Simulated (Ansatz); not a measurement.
Zinc-blende BeTe: PBE at its full settings (plane-wave cutoff 520 eV, 10×10×10 k mesh, Fermi–Dirac smearing 0.01 eV, scalar-relativistic PAW data made under PBE) and at cheaper ones, in a cell of 2 atoms with Γ-centred meshes.

| level and setting | equilibrium lattice constant a (Å) | bulk modulus (GPa) |
|---|---|---|
| PBE (Ansatz) | 5.664 | 56.5 |
| PBE (2×2×2 k mesh) (Ansatz) | 5.901 | 45.8 |
| PBE (4×4×4 k mesh) (Ansatz) | (withheld) | (withheld) |
| PBE (6×6×6 k mesh) (Ansatz) | 5.665 | 56.4 |
| PBE (Fermi-Dirac smearing of 0.3 eV) (Ansatz) | 5.664 | 56.4 |

Some entries are withheld; supply them.


- PBE (4×4×4 k mesh) (Ansatz, an electronic-structure program), equilibrium lattice constant a (Å): 5.678
- PBE (4×4×4 k mesh) (Ansatz), bulk modulus (GPa): 55.9

Largest shifts from the full settings: lattice constant a +4.18 % (PBE (2×2×2 k mesh)), against a difference of +0.68 % of the full result from the reference 5.626 Å (measured, temperature not stated, not corrected to a static lattice; as tabulated in Bernardini et al. (2000), arXiv:cond-mat/0007180); bulk modulus -18.9 % (PBE (2×2×2 k mesh)), against a difference of -15.7 % of the full result from the reference 67 GPa (measured, room temperature, not corrected to a static lattice; as tabulated in Elmahjoubi et al. (2023), arXiv:2303.01780).

Ansatz's density-functional and Hartree–Fock values are scalar-relativistic unless marked +SOC, with PAW data made under PBE.

Run with cheap settings on purpose, which may leave them unconverged: PBE (2×2×2 k mesh), PBE (4×4×4 k mesh), PBE (6×6×6 k mesh), PBE (Fermi-Dirac smearing of 0.3 eV).
